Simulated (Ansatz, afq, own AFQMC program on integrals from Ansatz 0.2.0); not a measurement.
Integrals from Ansatz 0.2.0, then the random walk in our own AFQMC program (afq).

```yaml
crystal:
  periodic: [false, false, false]
  atoms:
    - {symbol: Mg, position_ang: [0.000000, 0.000000, 0.000000]}
    - {symbol: Mg, position_ang: [0.000000, 0.000000, 2.765800]}
basis:
  gaussian: {orbitals: cc-pVDZ}
magnetization: {spin_polarized: true, initial_magnetization: 0}
correlation: {method: ccsd_t, electrons: outside_noble_gas, hamiltonian_folder: ham}
```

```sh
$ ansatz run in.yaml --threads 1 --pin off --events-out ev --progress --plain --max-ram 1382MiB
```

Options of the walk:

```
--method phaseless --trial cisd --walkers 200 --populations 1 --least-time 40 --time-step 0.005 --steps-per-block 50 --equilibration-blocks 28 --max-blocks 300 --target-error 0.00024 --factor-cut 1e-05 --start spin_pure --seed 4039 --release-times 0.24,0.51,0.99,1.62,2.4 --release-step 0.03 --release-every 4 --taylor-order 6
```

Times are imaginary, in 1/Eh. The walk had a cap of 506 s.

afq prints:

```
orbitals 26  electrons 2 2  factors 178 of 328
reference energy -399.19488396 Eh
CCSD correlation -0.06787666 Eh in 15 cycles, weight of the determinant in the CISD state 0.7046
energy of the start -399.255320 Eh
 block  time / (1/Eh)  mean weight  energy / Eh
     1     0.250  1.0000  -399.256559
     2     0.500  1.0001  -399.257668
     3     0.750  1.0002  -399.258315
     4     1.000  1.0000  -399.259251
     5     1.250  0.9999  -399.260109
     8     2.000  0.9997  -399.262103
    13     3.250  1.0002  -399.263971
    25     6.250  0.9998  -399.265958
    37     9.250  1.0000  -399.267865
    49    12.250  1.0008  -399.265646
    61    15.250  1.0001  -399.263960
    73    18.250  1.0003  -399.266002
    85    21.250  0.9998  -399.266385
    97    24.250  0.9999  -399.265260
   109    27.250  0.9996  -399.266734
   121    30.250  1.0000  -399.266377
   133    33.250  1.0001  -399.266637
   141    35.250  0.9997  -399.268888
   145    36.250  1.0004  -399.268452
   157    39.250  1.0003  -399.266319
   169    42.250  1.0002  -399.266801
   181    45.250  0.9994  -399.264826
   185    46.250  0.9999  -399.265644
blocks merged  error / Eh  count
     1  0.000098  160
     2  0.000128  80
     4  0.000169  40
     8  0.000211  20
    16  0.000276  10
released: time / (1/Eh)  energy / Eh  error  mean overlap
  0.24  -399.266785  0.000248  0.9930
  0.51  -399.266933  0.000199  0.9936
  0.99  -399.266765  0.000141  0.9987
  1.62  -399.266884  0.000166  0.9899
  2.40  -399.267024  0.000156  0.9861
energy -399.266647 +/- 0.000211 Eh
(rows thinned)
```

The run failed at least one of its tests; the cautions name the faults.

Against this walk (error 5.7 meV) on the same determinant: CCSD(T) 26.4 meV higher, CCSDT(Q) 6.8 meV lower (within the noise), full CI 9.3 meV lower (within the noise). The error is statistical and leaves out the bias of the constraint. The determinant has ⟨S²⟩ = 0.56, so the low cluster orders mix in higher spin, while the walk starts as a pure singlet. Released to 2.40 1/Eh the energy moves by -10 ± 7 meV (both errors), within twice the noise. The determinant is a poor start (see the cautions), so the low cluster orders aren't to be relied on, and full CI is the sure value.

Cautions: constraint bias not in the error; error not settled; strong correlation (T1 0.146, weight of the determinant 0.70, largest double 0.21); unrestricted determinant spin contaminated (⟨S²⟩ 0.56 against 0.00).

The walk took 3.1 min on 1 thread of Arm Neoverse V2, on a shared host. The log's last line is the phaseless energy.

CCSDT and higher add their correlation energy to the determinant of the CCSD(T) run, since their own runs factorise the integrals more tightly (a shift of under 2 meV).
